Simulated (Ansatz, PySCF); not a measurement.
Molecule: ClF, net charge 0, singlet state. 
Coordinates optimised at B3LYP-D3(BJ)/def2-TZVP (Ansatz, an electronic-structure program):
```xyz
2

F      0.0000     0.0000    -1.0729
Cl     0.0000     0.0000     0.5680
```
Charge 0, spin multiplicity 1.

PBE beside other levels, property by property. Correlated levels leave the core frozen unless marked. UHF or UKS for open shells. Spin-orbit coupling is left out. Non-relativistic. CBS marks a two-point X^-3 extrapolation of the correlation energy; Hartree-Fock from the larger set (for Q and 5 zeta extrapolated as (X+1)exp(-9√X)). Rows marked 298 K are enthalpies with B3LYP-D3(BJ) harmonic zero-point and thermal terms from PySCF. Enthalpies of formation rest on the atoms' values in the G2/97 table (older ones for B and Si), with no core term in the frozen-core levels. Vertical energies are electronic, to the SCF solution reached for that spin. Anions need diffuse functions, of which def2-TZVPD holds fewer than the aug- sets. The coupled-cluster column (Ansatz) is a level with limits of its own: (a) CCSD(T)/CBS(aug-cc-pV(T+d)Z,aug-cc-pV(Q+d)Z); (b) CCSD(T)/CBS(cc-pV(Q+d)Z,cc-pV(5+d)Z).

| property | PBE/def2-TZVPD (Ansatz) | r2SCAN/def2-TZVPD (Ansatz) | CAM-B3LYP/def2-TZVPD (Ansatz) | wB97M-V/def2-TZVPD (Ansatz) | coupled cluster | measured |
|---|---|---|---|---|---|---|
| enthalpy of formation at 298 K by atomisation (kcal/mol) | -23.7 | -13.8 | -12.6 | -15.0 | -14.4 (b) | -13.3 |
| vertical ionisation energy to the doublet (eV) | 12.45 | 12.60 | 12.85 | 12.78 | 12.90 (a) | 12.77 |
| Cl-F bond dissociation enthalpy, 298 K, to F atom + Cl atom (kcal/mol) | 71.6 | 61.6 | 60.5 | 62.9 | 62.3 (b) | - |
| vertical electron affinity to the doublet (eV) | 0.75 | 0.78 | 0.78 | 0.55 | 0.56 (a) | - |

Measured values: Active Thermochemical Tables 1.112 (ions: stationary electron), as tabulated in the package chemicals; CCCBDB table in ASE; they hold spin-orbit effects, which all levels lack, and core correlation, which the frozen-core levels lack. This is an older compilation, not checked against later work.

As the rows show:
- enthalpy of formation at 298 K by atomisation: PBE lies 10.4 kcal/mol below the measured value.
- vertical ionisation energy to the doublet: PBE lies 0.32 eV below the measured value.
- Cl-F bond dissociation enthalpy, 298 K, to F atom + Cl atom: PBE lies 9.3 kcal/mol above coupled cluster.
- vertical electron affinity to the doublet: PBE lies 0.19 eV above coupled cluster.
